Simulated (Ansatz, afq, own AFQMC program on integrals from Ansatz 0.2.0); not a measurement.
AlSiH, singlet: AFQMC among the cluster methods

| atom | x (Å) | y (Å) | z (Å) |
| --- | --- | --- | --- |
| Si | 0.0000 | 0.0000 | 2.1008 |
| Al | 0.0000 | 0.0000 | -0.2530 |
| H | 0.0000 | 0.0000 | -1.8478 |

Connectivity, by distances: Si–AlH.

Basis 6-31G. Noble-gas cores (and the filled d shells of Ga–Kr and In–Xe) are frozen. Integrals, coupled cluster, full CI and functionals: Ansatz 0.2.0; the random walks run on the same integrals in our own AFQMC program. The CISD trial takes its coefficients from CCSD amplitudes. Released means that phaseless walkers are propagated on without the constraint, phases kept. ± is one standard error of the sampling.

Determinant: RHF, the one that the program's search chose, which needn't be the lowest solution. The geometry is a PBE0/def2-TZVP stationary point of this or a neighbouring charge and spin state.

Full CI on the same integrals is exact in this basis and with this determinant's frozen core.

Cautions: another spin lies lower (by 604 meV); restricted determinant unstable towards unrestricted (UHF 704 meV lower, ⟨S²⟩ 1.00); strong correlation (T1 0.029, weight of the determinant 0.86, largest double 0.17); the CCSDT(Q) amplitudes may be one of several solutions (largest double 0.63); the CCSDTQ amplitudes may be one of several solutions (largest double 0.93); the released energies are still falling, so no released level is given (meV from the phaseless value at times in 1/Eh: -3 ± 4 at 0.24, -5 ± 3 at 0.51, -7 ± 3 at 0.99, -14 ± 3 at 1.62, -18.6 ± 2.4 at 2.40); the determinant fills πx and πy unequally, so it mixes two states of the linear molecule, and each level undoes that mixture to a different degree, while full CI gives the lower state; CCSDTQ on the UHF determinant differs (605 meV lower), perhaps since the unrestricted series falls towards higher spin.

- T1 diagnostic: 0.0288
- weight of the determinant in the CISD state: 0.861
- size of the correlated space: 8 electrons in 18 orbitals

```csv
level,correlation energy (eV)
MP2,-1.9670
CCSD,-2.6812
CCSD(T),-2.7659
```

**Question.** Estimate where phaseless AFQMC with the Hartree–Fock trial lies against CCSD(T) on the same integrals.

**Answer.** 1.5 ± 2.1 kJ/mol below CCSD(T). The gap is under twice the noise, so this walk alone can't tell the two apart.

Reference: full CI, correlation energy -2.876 eV. The cautions show a poor starting determinant, so the rows tell how each method copes with it here, and full CI is the sure value.

| level | E − E(reference) (kJ/mol) | share of correlation (%) |
| --- | --- | --- |
| CCSD(T) | 10.6 | 96.16 |
| CCSDT | 4.8 | 98.26 |
| CCSDT(Q) | 1.0 | 99.64 |
| CCSDTQ | 0.2 | 99.92 |
| ph-AFQMC/HF | 9.2 ± 2.1 | 96.70 |
| ph-AFQMC/CISD | 9.1 ± 0.4 | 96.74 |

CCSDT and higher add their correlation energy to the determinant of the CCSD(T) run, since their own runs factorise the integrals more tightly (a shift of under 2 meV).
